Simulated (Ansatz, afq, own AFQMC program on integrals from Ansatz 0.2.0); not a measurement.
**Where AFQMC and coupled cluster stand for SiGeH$_{2}$, triplet**

```xyz
4

Si    0.0000    0.0000    1.8340
Ge    0.0000    0.0000   -0.7850
H     0.0000    1.1919    2.7370
H     0.0000   -1.1919    2.7370
```

Connectivity, by distances: SiH2–Ge.

Basis cc-pVDZ. Only valence electrons are correlated. Integrals, coupled cluster, full CI and functionals: Ansatz 0.2.0; the random walks run on the same integrals in our own AFQMC program. ph-AFQMC/CISD is guided by a CISD state made of CCSD amplitudes; releasing the constraint for a short imaginary time cuts its bias at the price of noise, slowly where states lie close. Uncertainties: one standard error, sampling alone. No spin–orbit coupling.

Determinant: UHF, the one that the program's search chose, which needn't be the lowest solution. The geometry is a point of a scan.

No full CI on the walks' own integrals is used here; CCSDT(Q) serves as the reference and is uncertain by about the last step of the cluster series.

Cautions: no relativity below Rb; no spin-orbit coupling; inner d shell frozen; lower spins were not checked.

```
T1 diagnostic                               : 0.0304
weight of the determinant in the CISD state : 0.855
⟨S²⟩ of the determinant                     : 2.031
size of the correlated space                : 10 electrons in 36 orbitals
```

Reference: CCSDT(Q), correlation energy -5.213 eV. The released energy is read at 2.40 1/Eh (meV from the phaseless value at times in 1/Eh: 1 ± 13 at 0.24, -20 ± 13 at 0.51, -17 ± 12 at 0.99, -44 ± 12 at 1.62, -27 ± 13 at 2.40).

```csv
level,E − E(reference) (mEh),share of correlation (%)
HF,191.56,0.00
MP2,47.47,75.22
CCSD,8.75,95.43
CCSD(T),2.16,98.87
CCSDT,0.44,99.77
ph-AFQMC/CISD,1.84 ± 0.36,99.04
released AFQMC,0.83 ± 0.48,99.57
```

A walk keeps the symmetry of its determinant, which the program's search chose and which needn't be the lowest solution, so a lower state of the same spin and another symmetry isn't excluded. Released energies are given only where the last usable release times agree within the noise; a slower fall can still hide under it.
